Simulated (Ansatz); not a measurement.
This Ansatz (a program for electronic structure) input (CCSD(T)/cc-pVDZ) gives -100.22813 Eh with 19 basis functions.

Ansatz 0.2 input:
```yaml
crystal:
  periodic: [false, false, false]
  atoms:
    - {symbol: F, position_ang: [-0.00000000, -0.00000000, -0.09245367]}
    - {symbol: H, position_ang: [0.00000000, 0.00000000, 0.83208299]}
basis:
  gaussian:
    orbitals: cc-pVDZ
magnetization: {spin_polarized: false}
correlation: {method: ccsd_t, electrons: outside_noble_gas}
```

Change:
```diff
- orbitals: cc-pVDZ
+ orbitals: cc-pVTZ
```

Problem. What does the run give now?

Solution. -100.33830 Eh (CCSD(T)/cc-pVTZ, 44 functions), a change of -110.17 mEh.
